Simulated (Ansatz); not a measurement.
Quasi-harmonic linear expansion coefficient at 300 K (×10⁻⁶/K) of solids drawn from the class of tetrahedrally bonded semiconductors and semimetals, at two levels: PBE (PAW; Ansatz, a first-principles code), and LDA (PAW; Ansatz).

| solid | PBE | LDA |
|---|---|---|
| zinc-blende BP | 3.25 | 2.90 |
| cubic BN | 1.92 | 1.66 |
| zinc-blende AlN (metastable phase) | 3.56 | 3.08 |
| zinc-blende AlP | 3.81 | 3.01 |
| zinc-blende ZnS | 8.84 | 6.51 |
| zinc-blende AgI (metastable phase) | 18.5 | ? |

Problem. Estimate the withheld LDA value from the other rows.

Solution. One way: carry over the typical ratio. The ratios LDA / PBE of the other rows, in order: 0.736, 0.790, 0.865, 0.865, 0.892; median 0.865. Zinc-blende AgI (metastable phase): 18.5 × 0.865 = 16.0 ×10⁻⁶/K; the run gives 3.97 ×10⁻⁶/K. The ratios spread from 0.736 to 0.892, so such an estimate is rough. Zinc-blende AgI (metastable phase) lies outside that spread.

Of 6 rows, LDA is the larger in 0 and the smaller in 6.

Ansatz's runs of these crystals have no spin polarisation.

Spin–orbit coupling is left out, also for the solids with elements from indium on (zinc-blende AgI); its size isn't shown.

Each level is taken at its own relaxed cell. Ansatz's density-functional and Hartree–Fock values are scalar-relativistic unless marked +SOC, with PAW data made under PBE.
